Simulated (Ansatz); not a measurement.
`CC(N)S` and `CC(O)S` differ in one atom or group.

Ansatz, PBE0-D4/def2-TZVP geometries, multiplicity 1. Each molecule was computed in one conformer, which needn't be the lowest.

```json
{"property": "size of the dipole moment (ωB97M-V/def2-TZVPP) / D", "`CC(N)S`": "2.69"}
{"property": "LUMO energy (B3LYP/def2-TZVPP) / eV", "`CC(N)S`": "0.16"}
{"property": "HOMO energy (PBE/def2-TZVPP) / eV", "`CC(N)S`": "-5.44"}
{"property": "HOMO energy (ωB97M-V/def2-TZVPP) / eV", "`CC(N)S`": "-8.96"}
{"property": "LUMO energy (ωB97M-V/def2-TZVPP) / eV", "`CC(N)S`": "2.11"}
{"property": "HOMO energy (B3LYP/def2-TZVPP) / eV", "`CC(N)S`": "-6.48"}
```

(1) Give the same properties after the change, and the shifts. (An estimate is asked.)

Answers

(1) Ansatz gave: 
```tsv
property	`CC(O)S`	shift
size of the dipole moment (ωB97M-V/def2-TZVPP) / D	2.61	-0.08
LUMO energy (B3LYP/def2-TZVPP) / eV	0.28	0.12
HOMO energy (PBE/def2-TZVPP) / eV	-5.74	-0.30
HOMO energy (ωB97M-V/def2-TZVPP) / eV	-9.25	-0.29
LUMO energy (ωB97M-V/def2-TZVPP) / eV	2.20	0.09
HOMO energy (B3LYP/def2-TZVPP) / eV	-6.75	-0.27
```

With PBE0 the HOMO falls by 0.30 eV and the LUMO rises by 0.11 eV, so the gap widens by about 0.41 eV. PBE moves the HOMO by -0.30 eV and ωB97M-V by -0.29 eV. The zero-point energy changes by -34.1 kJ/mol with -3 modes. Dipoles are sizes alone; their direction can turn.

B3LYP here is the variant with VWN-RPA as its local correlation; programs differ in this.
